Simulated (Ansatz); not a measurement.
# H3NSSi: the cost of one run

The runs use Ansatz 0.2.0, Gaussian basis; PBE0-D4/def2-SVP.

## Step 1: Where the work starts

SMILES `N[SiH]=S`, 6 atoms, charge 0, spin multiplicity 1.

Atoms are counted from 1 here; the program's logs count them from 0.

Bond lengths: N1–Si2 1.697 Å, N1–H4 1.006 Å, N1–H5 1.006 Å, Si2–S3 1.982 Å, Si2–H6 1.447 Å. Angles: Si2–N1–H4 125.2°, Si2–N1–H5 122.2°, H4–N1–H5 112.6°, N1–Si2–S3 125.3°, N1–Si2–H6 104.0°, S3–Si2–H6 130.7°.

Geometry (Å):

```xyz
6
H3NSSi
N    -0.61042    0.37321   -0.56659
Si    0.52933   -0.25505    0.52314
S     1.22582   -2.11018    0.50742
H    -0.96322    1.31549   -0.55730
H    -1.00704   -0.18081   -1.30658
H     0.82554    0.85734    1.39992
```

## Step 2: The run

Contents of md/in.yaml:

```yaml
crystal:
  periodic: [false, false, false]
  atoms:
    - {symbol: N, position_ang: [-0.610420, 0.373210, -0.566590]}
    - {symbol: Si, position_ang: [0.529330, -0.255050, 0.523140]}
    - {symbol: S, position_ang: [1.225820, -2.110180, 0.507420]}
    - {symbol: H, position_ang: [-0.963220, 1.315490, -0.557300]}
    - {symbol: H, position_ang: [-1.007040, -0.180810, -1.306580]}
    - {symbol: H, position_ang: [0.825540, 0.857340, 1.399920]}
basis:
  gaussian: {orbitals: def2-SVP}
hamiltonian: {xc: pbe0, dispersion: d4}
md: {n_steps: 60, timestep: 0.25, temperature: 100, ensemble: nvt_langevin, seed: 66, friction: 0.01, initial_velocities: maxwell_boltzmann}
```

The run is started by

```
$ ansatz run in.yaml --threads 2 --pin off --events-out ev --progress --plain --max-ram 3481MiB
```

What time and memory should one allow on 2 threads of AMD EPYC, shared host?

About 2 min, with a peak of 0.13 GiB.
